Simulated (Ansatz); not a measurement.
Ideal-gas functions of `BC=O` at 500 K and 1 bar, from an Ansatz frequency run at PBE0-D4/def2-TZVP.

Molar mass 41.85 g/mol, point group Cs (symmetry number 1), electronic degeneracy 1, moments of inertia 12.325, 35.713, 43.637 u Å². Harmonic wavenumbers (cm⁻¹, unscaled): 81, 427, 667, 915, 1023, 1031, 1179, 1383, 1723, 2610, 2707, 2983.

Use S(trans) = R[1.5 ln M + 2.5 ln T − 1.1517]; rotational temperatures θ = 24.2544 K / I; S(rot) = R[ln(√π/σ · √(T³/θAθBθC)) + 1.5]; for each mode x = 1.438777 ν̃/T, S = R[x/(eˣ − 1) − ln(1 − e⁻ˣ)] and H = RT x/(eˣ − 1); 1 cm⁻¹ = 0.0119627 kJ/mol; R = 8.31446 J/(mol·K).

Question: By hand: the entropy, in J/(mol·K).

Answer: Translation 166.2. Rotation: θ = 1.9679, 0.6791, 0.5558 K, giving 96.0. Vibration, mode by mode: 20.44, 7.11, 4.06, 2.32, 1.81, 1.78, 1.27, 0.79, 0.35, 0.04, 0.03, 0.01, in all 40.0. Electronic 0.0. Sum 302.2 J/(mol·K).

Question: By hand: H − E and G − E in kJ/mol, counted from the electronic energy.

Answer: Zero-point energy ½ × 16729 × 0.0119627 = 100.1; thermal vibration 10.4; translation, rotation and pV give 4 RT = 16.6. H − E = 127.1 kJ/mol, and G − E = 127.1 − 500 × 302.2/1000 = -24.0 kJ/mol.

Vibration gives 13 % of the entropy, 20.4 J/(mol·K) of it from the mode under 150 cm⁻¹: soft modes count most, and the harmonic formula is weakest for them.
